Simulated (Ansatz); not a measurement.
# FNSi: the cost of one run

Computed with Ansatz 0.2.0, Gaussian basis. Level: def2-QZVPP, core rule «outside noble gas», up to 7 orbitals frozen.

To be run: UHF; ROHF; CCSD(T) on UHF.

2 further runs of the same task are left out: 2 set aside as unsound or not needed.

## 1. What is computed

The geometry is a PBE0/def2-TZVP stationary point (not a proven minimum).

3 atoms, charge 0, spin multiplicity 3.

Atoms are counted from 1 here; the program's logs count them from 0.

Bond lengths: F1–Si3 1.593 Å, N2–Si3 1.670 Å. Angles: F1–Si3–N2 114.3°.

## 2. UHF

Contents of in.yaml:

```yaml
crystal:
  periodic: [false, false, false]
  atoms:
    - {symbol: F, position_ang: [0.000000, 0.363379, 1.250957]}
    - {symbol: N, position_ang: [0.000000, 0.458595, -1.488424]}
    - {symbol: Si, position_ang: [0.000000, -0.474516, -0.103907]}
basis:
  gaussian: {orbitals: "def2-QZVPP.json"}
magnetization: {spin_polarized: true, initial_magnetization: 2}
hamiltonian: {xc: hf}
output: {orbitals: {seedname: orbitals}}
```

Started as:

```sh
ansatz run in.yaml --threads 1 --pin off --events-out ev --progress --plain --max-ram 2393MiB
```

What time and memory should one allow on 1 thread of Arm Neoverse V2, shared host?

About 33 s, with a peak of 0.41 GiB.
